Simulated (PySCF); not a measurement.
Bonds (- single, = double, # triple, : aromatic): C1-N2 1.439 Å, N2-C3 1.358 Å, C3-C4 1.510 Å, C3=O5 1.215 Å. C1 carries H6, H7, H8; N2 carries H9; C4 carries H10, H11, H12.

Computed data (PySCF): coordinates at the PBE0-D3(BJ)/def2-TZVP level, σ from GIAO-B97-2/pcSseg-2. Equivalent nuclei averaged, non-relativistic Hamiltonian, one computed conformer, in vacuum.

List the cross peaks expected in HSQC, COSY and HMBC spectra.

Results:



HSQC (one-bond C–H):
```tsv
δH	δC
2.93 (H6/H7/H8)	26.2 (C1)
1.81 (H10/H11/H12)	23.7 (C4)
```

COSY cross peaks (H two or three bonds apart, from the bond graph; peaks can be absent where the dihedral angle is near 90°):
```tsv
δH	δH
4.57 (H9)	2.93 (H6/H7/H8)
```

HMBC (two and three bonds, from the bond graph):
```tsv
δH	δC
4.57 (H9)	172.3 (C3), 26.2 (C1), 23.7 (C4)
2.93 (H6/H7/H8)	172.3 (C3)
1.81 (H10/H11/H12)	172.3 (C3)
```

δ = σ(ref) − σ, references computed at the same level: ¹H (σref 31.64) and ¹³C (σref 185.38) against TMS.

OH and NH positions are those of a molecule without intermolecular hydrogen bonds; in solution they move with solvent, concentration and temperature, and exchange usually removes their couplings. Shifts are as computed. Against solution values, carbons near 30 ppm lie about +3 ppm off and those near 130 ppm about +7 ppm. Of 1211 compounds with measured shifts, 218 miss one by over three times the rms of a fit or turn the order of signals round; such compounds aren't used in these exercises. The C=O carbon of an acid or of an amide with N–H lies up to 10 ppm further downfield in solution, through hydrogen bonding that the calculation lacks.
